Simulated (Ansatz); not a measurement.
# AlH₄ (doublet): wave-function methods side by side at distance Al1–H4 along a hydrogen transfer = 2.157 Å, 6-31G

Aim: climb from Hartree-Fock through coupled cluster and multireference methods for AlH₄ (doublet) at one geometry and basis, and see what each rung misses.

Program: Ansatz 0.2.0, Gaussian basis. Level of theory: 6-31G, core rule «outside noble gas», up to 5 orbitals frozen. These are calculated values, not measurements.

Plan: UHF; CCSD(T) on ROHF; CCSD(T) on UHF; BCCD(T) on ROHF; CISD; CCSDT(Q) on ROHF; CCSDT(Q) on UHF; CISDTQ; CCSDTQ on ROHF; CCSDTQ on UHF; CASSCF and MRCISD+Q, 3 electrons in 3 orbitals; CASSCF and NEVPT2, 3 electrons in 3 orbitals; CASSCF and MRCISD+Q, 7 electrons in 8 orbitals; CASSCF and NEVPT2, 7 electrons in 8 orbitals; Full CI.

7 further runs of the same task are left out: 6 that didn't finish, 1 set aside as unsound or not needed.

## (1) What is computed

The geometry derives from fragments relaxed apart (PBE0/def2-TZVP) and kept rigid, so it is no stationary point. A hydrogen atom is moved between rigid fragments.

5 atoms, charge 0, spin multiplicity 2.

Atoms are counted from 1 here; the program's logs count them from 0.

Bond lengths: Al1–H2 1.586 Å, Al1–H3 1.586 Å, H4–H5 0.840 Å. Angles: H2–Al1–H3 120.0°.

## (2) UHF

Contents of in.yaml:

```yaml
crystal:
  periodic: [false, false, false]
  atoms:
    - {symbol: Al, position_ang: [-0.115966, 0.000000, 0.000000]}
    - {symbol: H, position_ang: [-0.908890, 1.373384, 0.000000]}
    - {symbol: H, position_ang: [-0.908889, -1.373384, 0.000000]}
    - {symbol: H, position_ang: [2.041034, 0.000000, 0.000000]}
    - {symbol: H, position_ang: [2.881034, 0.000000, 0.000000]}
basis:
  gaussian: {orbitals: 6-31G}
magnetization: {spin_polarized: true, initial_magnetization: 1}
hamiltonian: {xc: hf}
output: {orbitals: {seedname: orbitals}}
```

The run is started by

```bash
$ ansatz run in.yaml --threads 1 --pin off --events-out ev --progress --plain --max-ram 2393MiB
```

Further steps of the session: CCSD(T) on ROHF; CCSD(T) on UHF; BCCD(T) on ROHF; CISD; CCSDT(Q) on ROHF; CCSDT(Q) on UHF; CISDTQ; CCSDTQ on ROHF; CCSDTQ on UHF; CASSCF and MRCISD+Q, 3 electrons in 3 orbitals; CASSCF and NEVPT2, 3 electrons in 3 orbitals; CASSCF and MRCISD+Q, 7 electrons in 8 orbitals; CASSCF and NEVPT2, 7 electrons in 8 orbitals; Full CI.

**Question.** What will the summary of the whole plan be? Wanted: FCI below the RHF energy; RMP2 from FCI; UMP2 from FCI; RCCSD from FCI; RCCSD(T) from FCI; UCCSD(T) from FCI; RCCSDT(Q) from FCI; UCCSDT(Q) from FCI; NEVPT2 pair from FCI.

**Answer**, as computed:

| quantity | value |
| --- | --- |
| FCI below the RHF energy | -2.0249 eV |
| RMP2 from FCI | +14.98 kcal/mol |
| UMP2 from FCI | +14.77 kcal/mol |
| RCCSD from FCI | +0.70 kcal/mol |
| RCCSD(T) from FCI | +0.25 kcal/mol |
| UCCSD(T) from FCI | +0.25 kcal/mol |
| RCCSDT(Q) from FCI | 0.00 kcal/mol |
| UCCSDT(Q) from FCI | 0.00 kcal/mol |
| NEVPT2 pair from FCI | +11.01 kcal/mol |
| MRCISD+Q pair from FCI | -0.02 kcal/mol |
| NEVPT2 valence from FCI | +3.73 kcal/mol |
| levels within 1 kcal/mol (43 meV) | RCCSD, UCCSD, RCCSD(T), UCCSD(T), BCCD(T), RCCSDT, UCCSDT, CISDTQ, RCCSDT(Q), UCCSDT(Q), RCCSDTQ, UCCSDTQ, MRCISD+Q pair, MRCISD valence, MRCISD+Q valence |
| T1 diagnostic | 0.018 |
| effectively unpaired electrons | 1.03 |

**Reading.** RCCSD(T) misses by +0.25 kcal/mol, 0.5 % of the correlation energy. One determinant dominates. Of the multireference levels listed MRCISD+Q pair comes nearest in total energy (-0.02 kcal/mol), which doesn't show that its space is the better one. These misses are within one basis, not against nature; the frozen cores of restricted and unrestricted runs differ, which can shift their rows.
